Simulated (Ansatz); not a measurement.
A run of Ansatz (development build ahead of 0.2.0) on singlet C4H10 at this shape:

```xyz
14

H    -0.0397    0.0205    1.5053
C     0.0361   -0.0212    0.3888
C     1.4587   -0.0408   -0.0887
C    -0.7500    1.3153   -0.0527
C    -0.7825   -1.2805   -0.1146
H     1.5014   -0.0203   -1.1412
H     1.9630    0.8451    0.2329
H     1.9902   -0.9205    0.2195
H    -0.7175    1.2925   -1.1457
H    -1.7792    1.3217    0.2583
H    -0.2452    2.2012    0.3238
H    -0.7365   -1.3136   -1.1526
H    -0.2450   -2.1526    0.2189
H    -1.8002   -1.3396    0.2527
```

Its results:

```
Converged                       : yes
Reference energy                : -157.22264 hartree
Correlation energy              : -0.37094 hartree
Total energy                    : -157.59358 hartree
Spin squared of the determinant : 0.000
```

(1) Which input gives this output? Name the method, the orbitals and the basis set, and write the input.

## Answers

(1) RHF-MP2 in 6-31G. An unrestricted run that stays on the closed shell gives the same numbers.

```yaml
crystal:
  periodic: [false, false, false]
  atoms:
    - { symbol: H, position_ang: [-0.03971, 0.02048, 1.50535] }
    - { symbol: C, position_ang: [0.03609, -0.02119, 0.38876] }
    - { symbol: C, position_ang: [1.45867, -0.04077, -0.08872] }
    - { symbol: C, position_ang: [-0.75001, 1.31531, -0.0527] }
    - { symbol: C, position_ang: [-0.7825, -1.28048, -0.11461] }
    - { symbol: H, position_ang: [1.50142, -0.02031, -1.14115] }
    - { symbol: H, position_ang: [1.96302, 0.84512, 0.23295] }
    - { symbol: H, position_ang: [1.99015, -0.9205, 0.2195] }
    - { symbol: H, position_ang: [-0.71748, 1.29245, -1.14565] }
    - { symbol: H, position_ang: [-1.77922, 1.32171, 0.25826] }
    - { symbol: H, position_ang: [-0.24516, 2.20116, 0.32382] }
    - { symbol: H, position_ang: [-0.73647, -1.31362, -1.15258] }
    - { symbol: H, position_ang: [-0.24501, -2.15259, 0.21889] }
    - { symbol: H, position_ang: [-1.80021, -1.3396, 0.25267] }
basis:
  gaussian: { orbitals: "6-31G" }
hamiltonian:
  xc: hf
correlation:
  method: mp2
  frozen_orbitals: { C: 1, H: 0 }
```
